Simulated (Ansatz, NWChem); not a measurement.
**The same job for NWChem**

This Ansatz 0.2.0 job computes BNH6 (SMILES [BH3-][NH3+]):

run.yaml:
```yaml
crystal:
  periodic: [false, false, false]
  atoms:
    - {symbol: B, position_ang: [-0.191300, 0.250800, -0.775400]}
    - {symbol: N, position_ang: [0.206500, -0.255100, 0.731700]}
    - {symbol: H, position_ang: [-0.078200, -0.728400, -1.481000]}
    - {symbol: H, position_ang: [-1.332600, 0.649700, -0.687200]}
    - {symbol: H, position_ang: [0.604400, 1.126600, -1.038400]}
    - {symbol: H, position_ang: [0.140800, 0.507000, 1.398700]}
    - {symbol: H, position_ang: [1.156600, -0.611300, 0.755300]}
    - {symbol: H, position_ang: [-0.414000, -0.996500, 1.040500]}
basis:
  gaussian: {orbitals: def2-SVPD}
hamiltonian: {xc: {name: BLYP}}
accuracy: high
output: {forces: true, orbitals: {seedname: orbitals}}
```

```bash
$ ansatz run run.yaml --threads 1 --pin off --max-ram 2610MiB --events-out events.jsonl --progress --plain --runs-dir runs
```

The shape is that of a PBE0-D4/def2-TZVP optimisation.

It gives a total energy of -83.101755 Eh.

Task: Write the same calculation for NWChem 7.3.0 as an input file of the program's own.

Result: For example:

mymol.nw:
```
START mymol
memory 2200 mb
charge 0
GEOMETRY units bohr noautosym nocenter noautoz
   B   -0.36150461   0.47394331  -1.46529364
   N    0.39022844  -0.48206913   1.38271261
   H   -0.14777658  -1.37647651  -2.79868439
   H   -2.51824903   1.22775506  -1.29861979
   H    1.14215047   2.12896545  -1.96229161
   H    0.26607344   0.95809115   2.64315993
   H    2.18565724  -1.15518958   1.42731014
   H   -0.78234662  -1.88311208   1.96626003
END
BASIS spherical bse
   * library def2-SVPD
END
DFT
   xc becke88 lyp
   grid xfine
   convergence energy 1e-08
   iterations 100
   mulliken
END
TASK dft gradient
```

```bash
$ nwchem mymol.nw > mymol.out
```

Its energy is -83.101755 Eh, 0.000 mEh from the first.
